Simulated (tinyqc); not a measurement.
Orbital energy against energy difference: ionisation energy by orbital energies and by energy differences in the 6-31g basis, for BH3, spin multiplicity 1. Computed by the program tinyqc with PySCF. The cation is unrestricted; errors are against CCSD(T) in this basis, not against experiment.

Geometry (angstrom):
```
atom        x        y       z
B      0.0000   0.0000  0.0190
H      1.1440   0.0000  0.0000
H     -0.5720   0.9910  0.0000
H     -0.5720  -0.9910  0.0000
```

CCSD(T) difference in the same basis = 13.0138 eV

IP-EOM-CCSD = 13.0202 eV

First vertical ionisation energy (eV):
```
method     -e(HOMO)  E(cation) - E  error of -e(HOMO)  error of the difference
HF           13.701       12.70381              0.687                   -0.310
PBE           8.438       13.10532             -4.576                    0.092
B3LYP         9.733       13.34773             -3.280                    0.334
PBE0          9.975       13.28483             -3.039                    0.271
CAM-B3LYP    11.461       13.38903             -1.553                    0.375
LC-wPBE      12.979       13.47220             -0.034                    0.458
```

Estimate the missing row, method = LDA.

Computed row:
```
method  -e(HOMO)  E(cation) - E  error of -e(HOMO)  error of the difference
LDA        8.414       13.19872             -4.600                    0.185
```

Koopmans errs by +0.69 eV and Delta-HF by -0.31 eV: relaxation, 1.00 eV, lowers the value and the missing correlation difference works against it. The PBE level is off by -4.6 eV through the wrong tail of its potential, though its energy difference is off by +0.09 eV; exact exchange deepens the level, and among the orbital energies LC-wPBE comes closest; among the differences PBE does.
